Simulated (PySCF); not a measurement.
Species: C₇H₅N.
SMILES with atom numbers: `[N:1]#[C:2][c:3]1[cH:4][cH:5][cH:6][cH:7][cH:8]1`

Structure used (GFN2-xTB), in Å, numbered top down from 1:
```
atom  x, y, z in Å
N1     3.5601    0.6270    0.0347
C2     2.4310    0.4290    0.0240
C3     1.0380    0.1836    0.0098
C4     0.1431    1.2500    0.1008
C5    -1.2161    1.0024    0.0857
C6    -1.6866   -0.2974   -0.0210
C7    -0.7974   -1.3573   -0.1106
C8     0.5644   -1.1245   -0.0940
H9     0.5206    2.2586    0.1818
H10   -1.9113    1.8255    0.1583
H11   -2.7497   -0.4850   -0.0342
H12   -1.1670   -2.3687   -0.1926
H13    1.2664   -1.9426   -0.1606
```

Definitions: NICS(0) = −σiso at the ring centroid; NICS(1) = −σiso and NICS(1)zz = −σzz at ±1 Å along the ring normal z. Level: GIAO PBE0/pcSseg-1 (PySCF, non-relativistic, gas phase) on the GFN2-xTB geometry, one conformer.

Ring bond lengths (Å), with Mayer bond orders in brackets: C3–C4 1.395 (1.37), C4–C5 1.382 (1.45), C5–C6 1.386 (1.43), C6–C7 1.386 (1.43), C7–C8 1.382 (1.45), C8–C3 1.395 (1.37).

Give the NICS values of each ring in ppm.

```json
{"ring": "C3–C4–C5–C6–C7–C8", "type": "6-membered carbocycle; formal bonds all aromatic", "NICS(0)": "-8.9", "NICS(1), two faces": "-11.4 / -11.4", "NICS(1)zz, two faces": "-28.6 / -28.6", "rms pucker (Å)": "0.00", "centre to ring atoms, mean (Å)": "1.39"}
```

What do they say, and how far can they be read as aromaticity?

- C3–C4–C5–C6–C7–C8: mean NICS(1)zz -28.6 ppm, shielded. For a flat ring without four-coordinate atoms the NICS criterion counts such a value as aromatic.

What does the geometric index give? HOMA = 1 − mean of α(R − Ropt)² over the ring bonds, with Krygowski's 1993 parameters (CC: Ropt 1.388 Å, α 257.7 Å⁻²).

- C3–C4–C5–C6–C7–C8: HOMA 0.99 = 1 − EN − GEO, with mean bond length 1.388 Å, EN = α(Ropt − mean)² = 0.000 and GEO = α × variance = 0.008. The geometric and the magnetic index point the same way.

List the ring angles and the Hirshfeld charges of the ring atoms.

- C3–C4–C5–C6–C7–C8: C3 120.3° (+0.009 e), C4 119.6° (-0.029 e), C5 120.2° (-0.038 e), C6 120.3° (-0.032 e), C7 120.2° (-0.038 e), C8 119.6° (-0.029 e); sum 720.0° against 720° for a flat convex ring.

What are the shieldings of the ring atoms and their hydrogens in the same run (means over atoms taken as equivalent)?

```tsv
atoms	environment	σ isotropic (ppm)	principal values of the symmetric part, first atom (ppm)
C3	substituted aromatic carbon	69.1	-36.2, 70.3, 173.3
C4 (×2)	aromatic CH carbon	47.0	-62.4, 28.7, 174.6
C5 (×2)	aromatic CH carbon	52.4	-58.4, 34.7, 180.8
C6	aromatic CH carbon	49.2	-62.1, 29.5, 180.3
H9 (×2)	aromatic hydrogen	23.72	20.3, 23.0, 27.8
H10 (×2)	aromatic hydrogen	23.94	20.6, 24.3, 26.9
H11	aromatic hydrogen	23.87	20.8, 24.1, 26.8
```
